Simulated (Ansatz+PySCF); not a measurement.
Values are calculated unless marked as measured or tabulated.
Input for PySCF 2.14.0:

```python
from pyscf import gto, scf

mol = gto.M(atom="""
S 0.000000 0.000000 -0.073600
H 0.000000 0.000000 1.177630
""", basis='def2-svp', charge=-1, spin=0)
mf = scf.UHF(mol)
mf.init_guess = 'atom'
mf.kernel()
while True:  # follow internal instabilities
    mo, _, stable, _ = mf.stability(return_status=True)
    if stable: break
    mf.kernel(mf.make_rdm1(mo, mf.mo_occ))
print(mf.converged, mf.e_tot, mf.spin_square()[0])
```

The script is written out from the run's settings.

Results

```yaml
Converged: yes
Total_energy: -397.96313 hartree
Spin_squared_of_the_determinant: 0.000
```

Caution: no diffuse functions for an anion.
